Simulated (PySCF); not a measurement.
**PF3 (phosphorus trifluoride): levels of theory compared**

Wanted: a comparison of 6 runs (HF/STO-3G, HF/3-21G, B2PLYP/pcseg-1, PBE0/def2-SVP, TPSS/6-311G**, BP86/aug-cc-pVDZ) of PF3 (phosphorus trifluoride). Input form: a Python script.

The results are computed with PySCF 2.14.0.

### 1 The system as given

PF3: 4 atoms, total charge 0, spin state singlet. SMILES: `FP(F)F`. The shape is that of a PBE0-D4/def2-TZVP optimisation.

Bond lengths: F1–P2 1.572 Å, P2–F3 1.572 Å, P2–F4 1.572 Å. Angles: F1–P2–F3 97.6°, F1–P2–F4 97.6°, F3–P2–F4 97.6°.

### 2 Energy and gradient at HF/STO-3G (run 1)

Contents of job.py:

```python
from pyscf import gto, scf

mol = gto.M(
    atom=[
    ('F', (0.834400, -0.663200, 0.874500)),
    ('P', (-0.297500, 0.314600, 0.392300)),
    ('F', (-1.061900, -0.696500, -0.536900)),
    ('F', (0.525000, 1.045200, -0.730000)),
],
    spin=0,
    verbose=4,
    basis='sto-3g',
    max_memory=1860,
)

mf = scf.RHF(mol)
mf.conv_tol = 1e-10
mf.kernel()
if not mf.converged:
    mf = mf.newton().run(mf.mo_coeff, mf.mo_occ)

e_tot = mf.e_tot
print('Final energy', e_tot)
grad = mf.nuc_grad_method().kernel()
mf.analyze()
```

Run with:

```bash
$ OMP_NUM_THREADS=1 python job.py
```

What it wrote:

```text
PySCF version 2.14.0

[... 68 lines left out ...]
Nuclear Repulsion Energy =             190.762092590798432
[... 3 lines left out ...]
DFT Exchange-Correlation Energy =      -53.776032728259281
[... 5 lines left out ...]
MO #4   energy= -25.8746524001085  occ= 2
[... 3 lines left out ...]
MO #8   energy= -5.23434069909618  occ= 2
[... 3 lines left out ...]
MO #12  energy= -0.750787468742199 occ= 2
[... 3 lines left out ...]
MO #16  energy= -0.484058368632234 occ= 2
[... 3 lines left out ...]
MO #20  energy= -0.44121123351982  occ= 2
[... 3 lines left out ...]
MO #24  energy= 0.572784743579305  occ= 0
[... 31 lines left out ...]
Dipole moment(X, Y, Z, Debye): -0.63992,  0.67678,  0.84408
```

Wall time 1.2 s (1 thread of Intel Xeon at 2.70GHz, shared host); peak memory 0.12 GiB.

### 3 Energy and gradient at HF/3-21G (run 2)

Contents of job.py:

```python
import pyscf.grad
from pyscf import gto

molecule = gto.M(
    atom='''
F      1.576787    -1.253266     1.652565
P     -0.562194     0.594508     0.741340
F     -2.006700    -1.316194    -1.014594
F      0.992106     1.975142    -1.379500
''',
    verbose=4,
    max_memory=1860,
    unit='bohr',
    basis='3-21g',
)

mf = molecule.RHF()
mf.conv_tol = 1e-10
mf.kernel()
if not mf.converged:
    mf = mf.newton().run(mf.mo_coeff, mf.mo_occ)

e_final = mf.e_tot
print('E(%s) = %.9f' % ('HF', e_final))
grad = mf.Gradients().kernel()
mf.analyze()
```

Run with:

```bash
$ OMP_NUM_THREADS=1 python job.py
```

What it wrote:

```text
PySCF version 2.14.0

[... 72 lines left out ...]
Two-electron Energy =                  437.884504767734541
[... 7 lines left out ...]
MO #4   energy= -26.1922401959979  occ= 2
[... 5 lines left out ...]
MO #10  energy= -1.62004408698062  occ= 2
[... 5 lines left out ...]
MO #16  energy= -0.685276668109611 occ= 2
[... 5 lines left out ...]
MO #22  energy= 0.163459287084361  occ= 0
[... 5 lines left out ...]
MO #28  energy= 0.626015555753849  occ= 0
[... 5 lines left out ...]
MO #34  energy= 2.31010995576802   occ= 0
[... 5 lines left out ...]
MO #40  energy= 4.28052501704007   occ= 0
[... 47 lines left out ...]
Dipole moment(X, Y, Z, Debye): -1.10713,  1.17092,  1.46034
```

Run time: 1.2 s. Hardware: 1 thread of Intel Xeon at 2.70GHz, shared host; peak memory 0.12 GiB.

Runs 3 to 4 aren't shown in full; the table further down has their settings and results.

### 4 Energy and gradient at TPSS/6-311G(d,p) (run 5)

Contents of job.py:

```python
from pyscf import gto, dft

system = gto.Mole()
system.atom = 'F 0.834400 -0.663200 0.874500; P -0.297500 0.314600 0.392300; F -1.061900 -0.696500 -0.536900; F 0.525000 1.045200 -0.730000'
system.max_memory = 1860
system.spin = 0
system.charge = 0
system.verbose = 4
system.basis = '6-311g**'
system.build()

mf = dft.RKS(system)
mf.xc = 'tpss'
mf.conv_tol = 1e-10
mf.grids.level = 5
mf.kernel()
if not mf.converged:
    mf = mf.newton().run(mf.mo_coeff, mf.mo_occ)

energy = mf.e_tot
print('Final energy', energy)
grad = mf.nuc_grad_method().kernel()
mf.analyze()
```

Run with:

```bash
$ OMP_NUM_THREADS=1 python job.py
```

What it wrote:

```text
PySCF version 2.14.0

[... 97 lines left out ...]
MO #3   energy= -24.4383951281403  occ= 2
[... 10 lines left out ...]
MO #14  energy= -0.510316150511838 occ= 2
[... 10 lines left out ...]
MO #25  energy= 0.174806915088795  occ= 0
[... 10 lines left out ...]
MO #36  energy= 0.909722436790475  occ= 0
[... 10 lines left out ...]
MO #47  energy= 1.47964417995333   occ= 0
[... 10 lines left out ...]
MO #58  energy= 3.7919962942438    occ= 0
[... 10 lines left out ...]
MO #69  energy= 5.98736031296702   occ= 0
[... 10 lines left out ...]
MO #80  energy= 162.832630296578   occ= 0
[... 87 lines left out ...]
Dipole moment(X, Y, Z, Debye): -0.57209,  0.60531,  0.75493
```

It took 26 s on 1 thread of Intel Xeon at 2.70GHz, shared host; peak memory 0.81 GiB.

### 5 Energy and gradient at BP86/aug-cc-pVDZ (run 6)

Contents of calc.py:

```python
# FP(F)F
import pyscf.grad
from pyscf import gto, dft

mol = gto.Mole()
mol.atom = [
    ('F', (0.834400, -0.663200, 0.874500)),
    ('P', (-0.297500, 0.314600, 0.392300)),
    ('F', (-1.061900, -0.696500, -0.536900)),
    ('F', (0.525000, 1.045200, -0.730000)),
]
mol.verbose = 3
mol.charge = 0
mol.max_memory = 1860
mol.basis = 'aug-cc-pvdz'
mol.build()

calc0 = dft.RKS(mol)
calc0.xc = 'bp86'
calc0.grids.level = 5
calc0.conv_tol = 1e-10
calc0.kernel()
if not calc0.converged:
    calc0 = calc0.newton().run(calc0.mo_coeff, calc0.mo_occ)

energy = calc0.e_tot
print('E(%s) = %.9f' % ('BP86', energy))
grad = calc0.Gradients().kernel()
calc0.analyze()
```

Run with:

```bash
$ OMP_NUM_THREADS=1 python calc.py
```

What it wrote:

```text
converged SCF energy = -641.033808137237
[... 20 lines left out ...]
MO #12  energy= -0.62480955956848  occ= 2
[... 11 lines left out ...]
MO #24  energy= 0.0172876083266571 occ= 0
[... 11 lines left out ...]
MO #36  energy= 0.243250180535994  occ= 0
[... 11 lines left out ...]
MO #48  energy= 0.642177293178896  occ= 0
[... 11 lines left out ...]
MO #60  energy= 1.1172886051942    occ= 0
[... 11 lines left out ...]
MO #72  energy= 1.46175350185639   occ= 0
[... 11 lines left out ...]
MO #84  energy= 4.22149840056612   occ= 0
[... 11 lines left out ...]
MO #96  energy= 4.57565077818554   occ= 0
[... 5 lines left out ...]
Dipole moment(X, Y, Z, Debye): -0.46167,  0.48857,  0.60933
```

Wall time 28 s (1 thread of Intel Xeon at 2.70GHz, shared host); peak memory 0.94 GiB.

### 6 The series

```tsv
run	level	task	frozen core orbitals	energy (Eh)	dipole moment (D)	HOMO energy (eV)	LUMO energy (eV)	wall time
1	HF/STO-3G	gradient	–	-631.020714	1.26	-8.34	11.85	1.2 s
2	HF/3-21G	gradient	–	-635.771085	2.17	-12.76	4.45	1.2 s
3	B2PLYP/pcseg-1	energy	8	-640.529362	1.40	-10.64	1.23	9.6 s
4	PBE0/def2-SVP	gradient	–	-640.206535	1.10	-9.06	0.35	14 s
5	TPSS/6-311G**	gradient	–	-641.091636	1.12	-7.88	-0.94	26 s
6	BP86/aug-cc-pVDZ	gradient	–	-641.033808	0.91	-7.97	-1.31	28 s
```

### 7 Outcome

| quantity | value |
| --- | --- |
| run 6: total energy | -641.03381 Eh |
| run 6: dipole moment | 0.91 D |
| run 6: HOMO energy | -7.97 eV |
| run 6: LUMO energy | -1.31 eV |
| run 6: HOMO–LUMO gap | 6.66 eV |
| run 6: largest force on an atom | 3.998 eV/Å |

**Reading.** The dipole moment (its size) runs from 0.91 D (BP86/aug-cc-pVDZ) to 2.17 D (HF/3-21G). The two ends differ in method and basis. The HOMO–LUMO gap runs from 6.66 eV (BP86/aug-cc-pVDZ) to 20.19 eV (HF/STO-3G). Totals of different functionals can't be ranked against each other. In run 1 the basis is minimal, so the values are rough. All runs together took 79 s, the longest 28 s.
